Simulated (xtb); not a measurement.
xtb input (GFN2-xTB):

```bash
xtb mol.xyz --gfn 2 --ohess tight --chrg 0 --uhf 0
```
mol.xyz:
```
8

C     -0.27961090     0.51574706     0.00790197
O     -0.06648027     1.72925151     0.03269470
O     -1.52057028    -0.07019405    -0.01443547
H     -2.12291493     0.72570646     0.00741898
C      0.81025855    -0.56240401    -0.01166325
H      1.79806645    -0.07820486    -0.02528952
H      0.72601933    -1.18084936     0.84832691
H      0.72342278    -1.19652781    -0.87299688
```

Output:

```
           -------------------------------------------------
          |                Calculation Setup                |
           -------------------------------------------------

           -------------------------------------------------
          |                 G F N 2 - x T B                 |
           -------------------------------------------------

        Reference                      10.1021/acs.jctc.8b01176
      * Hamiltonian:
        H0-scaling (s, p, d)           1.850000    2.230000    2.230000
        zeta-weighting                 0.500000
      * Dispersion:
        s8                             2.700000
        a1                             0.520000
        a2                             5.000000
        s9                             5.000000
      * Repulsion:
        kExp                           1.500000    1.000000
        rExp                           1.000000
      * Coulomb:
        alpha                          2.000000
        third order                    shell-resolved
        anisotropic                    true
        a3                             3.000000
        a5                             4.000000
        cn-shift                       1.200000
        cn-exp                         4.000000
        max-rad                        5.000000

          ...................................................
          :                      SETUP                      :
          :.................................................:
          :  # basis functions                  20          :
          :  # atomic orbitals                  20          :
          :  # shells                           12          :
          :  # electrons                        24          :
          :  max. iterations                   250          :
          :  Hamiltonian                  GFN2-xTB          :
          :  restarted?                      false          :
          :  GBSA solvation                  false          :
          :  PC potential                    false          :
          :  electronic temp.          300.0000000     K    :
          :  accuracy                    1.0000000          :
          :  -> integral cutoff          0.2500000E+02      :
          :  -> integral neglect         0.1000000E-07      :
          :  -> SCF convergence          0.1000000E-05 Eh   :
          :  -> wf. convergence          0.1000000E-03 e    :
          :  Broyden damping             0.4000000          :
          :  net charge                          0          :
          :  unpaired electrons                  0          :
          ...................................................

 iter      E             dE          RMSdq      gap      omega  full diag
   1    -14.5313647 -0.145314E+02  0.495E+00    5.81       0.0  T
   2    -14.5669373 -0.355726E-01  0.250E+00    4.51       1.0  T
   3    -14.5710641 -0.412673E-02  0.159E+00    5.06       1.0  T
   4    -14.5740313 -0.296724E-02  0.174E-01    4.77       1.0  T
   5    -14.5740518 -0.204803E-04  0.106E-01    4.84       1.0  T
   6    -14.5741195 -0.677621E-04  0.151E-02    4.81       2.3  T
[...]
   center of mass at/Å    :       -0.2792011       0.4098744       0.0031541
  moments of inertia/u·Å² :        0.4400993E+02   0.5308969E+02   0.9397810E+02
rotational constants/cm⁻¹ :        0.3830415E+00   0.3175312E+00   0.1793783E+00

 * 6 selected distances

     #   Z          #   Z                                           value/Å
     1   6 C        2   8 O                                       1.2000987
     1   6 C        3   8 O                                       1.3410902 (max)
     3   8 O        4   1 H                                       0.9698384 (min)
     5   6 C        6   1 H                                       1.0851038
     5   6 C        7   1 H                                       1.0873664
     5   6 C        8   1 H                                       1.0871478

 * 3 distinct bonds (by element types)

   Z      Z             #   av. dist./Å        max./Å        min./Å
   1 H    6 C           3     1.0865393     1.0873664     1.0851038
   1 H    8 O           1     0.9698384     0.9698384     0.9698384
   6 C    8 O           2     1.2705944     1.3410902     1.2000987
Molecule has the following symmetry elements: (sigma)
It seems to be the Cs point group

           -------------------------------------------------
          |               Frequency Printout                |
           -------------------------------------------------
 projected vibrational frequencies (cm⁻¹)
eigval :       -0.00    -0.00    -0.00     0.00     0.00     0.00
eigval :       33.96   399.29   528.38   564.58   657.80   897.49
eigval :      984.11  1009.08  1158.32  1244.85  1368.01  1440.18
eigval :     1441.30  1803.46  3036.38  3043.00  3074.55  3454.75
 reduced masses (amu)
   1:  9.77   2: 13.04   3: 14.40   4: 14.34   5: 13.48   6: 12.33   7:  2.11   8: 10.50
   9:  6.26  10: 12.29  11:  5.23  12: 10.87  13:  6.04  14:  5.86  15:  7.22  16:  9.34
  17:  3.56  18:  1.59  19:  1.65  20: 13.23  21:  1.93  22:  1.41  23:  1.83  24:  1.85
 IR intensities (km·mol⁻¹)
   1:  1.36   2:  1.54   3:  1.51   4:  0.19   5:  0.17   6:  0.96   7:  0.51   8:  3.86
   9: 18.20  10: 48.14  11:185.96  12:  5.66  13: 42.81  14: 40.40  15:218.27  16:179.88
  17: 49.49  18:  9.81  19: 22.35  20:511.27  21:  4.08  22:  2.38  23:  7.96  24: 29.85
 Raman intensities (Ä⁴*amu⁻¹)
   1:  0.00   2:  0.00   3:  0.00   4:  0.00   5:  0.00   6:  0.00   7:  0.00   8:  0.00
   9:  0.00  10:  0.00  11:  0.00  12:  0.00  13:  0.00  14:  0.00  15:  0.00  16:  0.00
  17:  0.00  18:  0.00  19:  0.00  20:  0.00  21:  0.00  22:  0.00  23:  0.00  24:  0.00
 output can be read by thermo (or use thermo option).
 writing <g98.out> molden fake output.
 recommended (thermochemical) frequency scaling factor: 1.0
           -------------------------------------------------
          |             Thermodynamic Functions             |
           -------------------------------------------------

cs  symmetry found (for desy threshold:  0.10E+00) used in thermo

          ...................................................
          :                      SETUP                      :
          :.................................................:
          :  # frequencies                          18      :
          :  # imaginary freq.                       0      :
          :  linear?                             false      :
          :  only rotor calc.                    false      :
          :  symmetry                               cs      :
          :  rotational number                       1      :
          :  scaling factor                  1.0000000      :
          :  rotor cutoff                   50.0000000 cm⁻¹ :
          :  imag. cutoff                  -20.0000000 cm⁻¹ :
          :.................................................:

    mode    ω/cm⁻¹     T·S(HO)/kcal·mol⁻¹    T·S(FR)/kcal·mol⁻¹   T·S(vib)
   ------------------------------------------------------------------------
       1     33.96    -1.66465 ( 17.55%)    -1.16881 ( 82.45%)    -1.25585
   ------------------------------------------------------------------------

   temp. (K)  partition function   enthalpy   heat capacity  entropy
                                   cal/mol     cal/K/mol   cal/K/mol   J/K/mol
 298.15  VIB   9.76                 1179.581      7.851      7.112
         ROT  0.358E+05              888.752      2.981     23.818
         INT  0.349E+06             2068.334     10.832     30.931
         TR   0.450E+27             1481.254      4.968     38.181
         TOT                        3549.5875    15.7997    69.1112   289.1612

       T/K    H(0)-H(T)+PV         H(T)/Eh          T*S/Eh         G(T)/Eh
   ------------------------------------------------------------------------
    298.15    0.565663E-02    0.652067E-01    0.328370E-01    0.323698E-01
   ------------------------------------------------------------------------

         :::::::::::::::::::::::::::::::::::::::::::::::::::::
         ::                  THERMODYNAMIC                  ::
         :::::::::::::::::::::::::::::::::::::::::::::::::::::
         :: total free energy         -14.427572656570 Eh   ::
         ::.................................................::
         :: total energy              -14.459942448284 Eh   ::
Note: The following floating-point exceptions are signalling: IEEE_UNDERFLOW_FLAG IEEE_DENORMAL
normal termination of xtb
         :: zero point energy           0.059550116808 Eh   ::
         :: G(RRHO) w/o ZPVE           -0.027180325095 Eh   ::
         :: G(RRHO) contrib.            0.032369791714 Eh   ::
         :::::::::::::::::::::::::::::::::::::::::::::::::::::

optimized geometry written to: xtbopt.xyz

           -------------------------------------------------
          | TOTAL ENERGY              -14.459942448284 Eh   |
          | TOTAL ENTHALPY            -14.394735703755 Eh   |
          | TOTAL FREE ENERGY         -14.427572656570 Eh   |
          | GRADIENT NORM               0.000156959517 Eh/α |
          | HOMO-LUMO GAP               5.212608885993 eV   |
           -------------------------------------------------

------------------------------------------------------------------------
------------------------------------------------------------------------
 total:
 SCF:
 ANC optimizer:
 analytical hessian:
```
